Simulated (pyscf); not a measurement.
**Four-centre exchange: H₂B–CH₃ + H₂O -> H₂B–CH₃ + H₂O**

Gas phase, singlet surface, charge 0. Bonds broken: C1–H3, O8–H9. Bonds formed: C1–H9, H3–O8. Optimised with ωB97X-D3(BJ)/def2-SVP in PySCF. MP2 and CC: frozen core, UHF for open shells. ΔMP2 is the change of the MP2 total energy from the triple- to the quadruple-zeta basis.

Transition state (Å):

```xyz
10

C     -0.9270    -0.6624     0.4885
B     -0.0497     0.4830     0.8279
H     -1.6168    -0.2392    -1.1217
H     -2.0254    -0.5699     0.6043
H     -0.5848    -1.7064     0.4689
H     -0.5176     1.6147     0.9098
H      1.1609     0.3685     0.9238
O     -1.1000     0.2390    -1.9156
H     -0.3205     0.1035    -1.2190
H     -1.3270     1.1843    -1.8036
```

One imaginary mode, 1211i cm⁻¹; descent along it reached the two sides named, in the forms told below.

```tsv
bond	change	reactant side (Å)	saddle	product side
C1–H3	breaks	1.104	1.802	3.1
O8–H9	breaks	0.967	1.054	2.550
C1–H9	forms	3.3	1.967	1.106
H3–O8	forms	2.6	1.061	0.964
```

Electronic energies relative to the separated reactants (eV):

```json
[
 {"level": "ωB97X-D3(BJ)/def2-TZVP", "barrier": "2.70", "reaction energy": "0.00", "reverse barrier": "2.70"},
 {"level": "PBE/def2-TZVP", "barrier": "2.20", "reaction energy": "0.00", "reverse barrier": "2.20"},
 {"level": "r²SCAN/def2-TZVP", "barrier": "2.42", "reaction energy": "0.00", "reverse barrier": "2.42"},
 {"level": "B3LYP-D3(BJ)/def2-TZVP", "barrier": "2.54", "reaction energy": "0.00", "reverse barrier": "2.54"},
 {"level": "PBE0-D3(BJ)/def2-TZVP", "barrier": "2.42", "reaction energy": "0.00", "reverse barrier": "2.42"},
 {"level": "M06-2X/def2-TZVP", "barrier": "2.61", "reaction energy": "0.00", "reverse barrier": "2.61"},
 {"level": "ωB97M-D3(BJ)/def2-TZVP", "barrier": "2.54", "reaction energy": "0.00", "reverse barrier": "2.54"},
 {"level": "HF/def2-TZVP", "barrier": "3.62", "reaction energy": "0.00", "reverse barrier": "3.62"},
 {"level": "MP2/def2-QZVPP", "barrier": "2.58", "reaction energy": "0.00", "reverse barrier": "2.58"},
 {"level": "CCSD/def2-TZVPP", "barrier": "2.82", "reaction energy": "0.00", "reverse barrier": "2.82"},
 {"level": "CCSD(T)/def2-TZVPP", "barrier": "2.64", "reaction energy": "0.00", "reverse barrier": "2.64"},
 {"level": "CCSD(T)/def2-TZVPP + ΔMP2(QZVPP)", "barrier": "2.66", "reaction energy": "0.00", "reverse barrier": "2.66"}
]
```

With CCSD(T)/def2-TZVPP + ΔMP2(QZVPP) energies and thermal terms (ideal gas, 1 atm, RRHO with modes under 100 cm⁻¹ raised to 100, one conformer, R ln 2 for chiral ones without a mode under 150 cm⁻¹), in eV:

```csv
T (K),ΔH‡,ΔG‡,ΔH,ΔG
298,2.59,3.02,0.00,0.00
600,2.59,3.46,0.00,0.00
900,2.62,3.90,0.00,0.00
1200,2.65,4.32,0.00,0.00
```

On the reactant side the descent ends in an adduct with a B–O contact (not fully relaxed), 0.43 eV under the separated species and 3.13 eV under the saddle at ωB97X-D3(BJ)/def2-TZVP. On the product side the descent ends in an adduct with a B–O contact (not fully relaxed), 0.42 eV under the separated species and 3.12 eV under the saddle at ωB97X-D3(BJ)/def2-TZVP. The same reactants have a lower exit, to H₃C–BH–OH + H₂ (barrier +0.42 eV at ωB97M-D3(BJ), against +2.54 eV here). This is the saddle that the search found; another between the same sides may lie lower. The CCSD(T) − MP2 part came from Ansatz, without density fitting, on the same reference.
